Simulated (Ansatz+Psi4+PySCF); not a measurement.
doublet N₂H₆(+): levels of theory in one basis

```xyz
8

N     0.1165    0.0000   -2.0000
H    -0.2718    0.9397   -2.0000
H    -0.2718   -0.4699   -1.1862
H    -0.2718   -0.4699   -2.8138
N    -0.1165    0.0000    2.0000
H     0.2718   -0.9397    2.0000
H     0.2718    0.4699    1.1862
H     0.2718    0.4699    2.8138
```

Basis set: cc-pVTZ (spherical functions). Frozen core: 2 orbitals. Correlation on ROHF uses semicanonical orbitals with singles. Charge 1, multiplicity 2.

Computed with Ansatz (development build ahead of 0.2.0); each method stands on the lowest determinant of its kind that the runs found.

```
  method  E − E(ROHF) (eV)  <S²> of the determinant
    ROHF              0.00                     0.75
     UHF             -0.11                     0.76
ROHF-MP2            -11.43                        –
 UHF-MP2            -11.43                     0.76
```

(1) Is a single determinant a sound starting point here?

## Answers

(1) Only with care. Unrestricted orbitals gain 0.11 eV and <S²> is 0.76 against 0.75 for a pure state, but several determinants compete.

Caution: the charge can sit on one fragment and break the point group; the determinant breaks the point group. Caution for ROHF-MP2, UHF-MP2: MP2 on this radical cation hangs on the determinant chosen; another reference gives a lower total.
